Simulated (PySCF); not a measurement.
# Cost against result

Saddle point of CH6SSi, singlet (CH₆SSi ([CH3][SiH2][SH]) → CH₄SSi ([CH3][SiH][S]) + H₂; bonds formed: H2–H4; bonds broken: Si1–H2, S3–H4), PBE0-D4/def2-TZVP structure:

```
9
angstrom
Si -0.5845 -0.3367 -0.1854
H -0.0656 -1.3083 1.1200
S -0.3514 -1.8019 -1.5560
H -0.0490 -1.8327 0.2999
H -1.9164 -0.0228 0.3947
C 0.5714 1.0997 -0.0241
H 0.3271 1.8131 -0.8189
H 0.4632 1.6062 0.9372
H 1.6053 0.7833 -0.1673
```

Barriers are electronic and count from the start structure reached by relaxing down the imaginary mode.

PySCF 2.14 with density fitting (its default auxiliary sets; JK sets also for MP2 and CCSD(T)); basis: as named in each row; cores frozen in the correlated methods. B3LYP uses VWN-RPA correlation. Extrapolation: Hartree–Fock as exp(−7.88 √X), correlation as X^−2.97.

Times are rough, for one single point on 4 threads of a shared host (Arm Neoverse V2).

The estimate by CCSD(T) at an estimated basis limit (MP2 extrapolated from triple and quadruple zeta, plus CCSD(T) − MP2 in triple zeta) is 2.195 eV.

| method | basis | time (s) | barrier (eV) | method less estimate |
| --- | --- | --- | --- | --- |
| HF | STO-3G | under 1 | 6.343 | 4.148 |
| B3LYP-D4 | 6-31G | 2 | 2.800 | 0.604 |
| PBE0-D4 | def2-SVP | 3 | 2.168 | -0.027 |
| PBE-D4 | def2-SVP | 4 | 1.985 | -0.210 |
| MP2 | def2-QZVPP | 4 | 2.140 | -0.055 |
| CCSD(T) | def2-SVP | 8 | 2.492 | 0.297 |
| SPW92 | def2-TZVPP | 8 | 1.778 | -0.417 |
| BHLYP-D4 | def2-TZVPP | 9 | 2.388 | 0.193 |
| PBE0-D4 | def2-TZVPP | 10 | 2.082 | -0.113 |
| B3LYP-D4 | def2-TZVPP | 10 | 2.178 | -0.017 |
| PBE-D4 | def2-TZVPP | 10 | 1.908 | -0.287 |
| r2SCAN-D4 | def2-TZVPP | 25 | 2.006 | -0.189 |
| wB97M-V | def2-TZVPP | 140 | 2.240 | 0.045 |
| CCSD(T) | def2-TZVPP | 280 | 2.289 | 0.094 |

All methods are single points on the PBE0-D4 structures.

The T1 diagnostic stays at or below 0.017.

Labels in which every atom is bracketed show which atoms are joined, not bond orders.
